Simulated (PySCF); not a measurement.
Species, as SMILES: C#C (C2H2).
Geometry (B3LYP-D3(BJ)/def2-TZVP, fixed):
```xyz
4

C      0.0000     0.0000    -0.5984
C      0.0000     0.0000     0.5984
H      0.0000     0.0000     1.6611
H      0.0000     0.0000    -1.6611
```

How fast the mean static polarisability converges with the basis for several methods (PySCF): deviation from each method's own reference, in %. References: HF 23.26 bohr³, the value in d-aug-cc-pVTZ; PBE 23.88 bohr³, the value in d-aug-cc-pVTZ; PBE0 23.30 bohr³, the value in d-aug-cc-pVTZ. All functions are spherical. Density fitting with generated auxiliary sets. No added dispersion term, no relativity. 

```
basis              functions     HF    PBE   PBE0
-----------------  ---------  -----  -----  -----
cc-pVDZ                   38  -31.3  -33.2  -31.8
def2-SVP                  38  -31.1  -33.0  -31.6
6-31G**                   38  -36.9  -38.8  -37.4
6-311+G**                 56  -18.5  -18.9  -18.8
aug-cc-pVDZ               64   -2.7   -3.2   -2.7
aug-pcseg-1               64   -0.8   -1.6   -1.2
def2-TZVP                 74  -14.6  -16.2  -15.0
def2-TZVPP                90  -13.9  -15.5  -14.3
jun-cc-pV(T+d)Z          106   -0.4   -0.9   -0.6
def2-TZVPPD              108   -1.2   -2.0   -1.5
6-311++G(3df,3pd)        114   -2.8   -3.4   -2.8
aug-cc-pVTZ              138   -0.4   -0.7   -0.5
```

Mean absolute deviation over 6-311+G**, def2-TZVP, def2-TZVPP, jun-cc-pV(T+d)Z, def2-TZVPPD, 6-311++G(3df,3pd), aug-cc-pVTZ: HF 7.4, PBE0 7.6, PBE 8.2 %.
